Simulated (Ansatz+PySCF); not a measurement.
## doublet CH3: levels of theory in one basis

```xyz
4

C     0.0000    0.0000    0.0000
H     1.2539    0.0000    0.0000
H    -0.5452    0.9443    0.0000
H    -0.5452   -0.9443    0.0000
```

Basis set: STO-3G (spherical functions). Frozen core: 1 orbital. Correlation on ROHF uses semicanonical orbitals with singles. Charge 0, multiplicity 2.

Computed with Ansatz (development build ahead of 0.2.0); each method stands on the lowest determinant of its kind that the runs found.

```tsv
method	E − E(ROHF) (eV)	<S²> of the determinant
ROHF	0.00	0.75
UHF	-0.15	0.77
ROHF-MP2	-1.25	–
UHF-MP2	-1.30	0.77
ROHF-CCSD	-1.93	–
UHF-CCSD	-1.93	0.77
ROHF-CCSD(T)	-1.94	–
UHF-CCSD(T)	-1.94	0.77
full CI (lowest root of this spin)	-1.94	–
```

Is a single determinant a sound starting point here?

By this sign, yes. Unrestricted orbitals gain 0.15 eV and <S²> is 0.77 against 0.75 for a pure state.
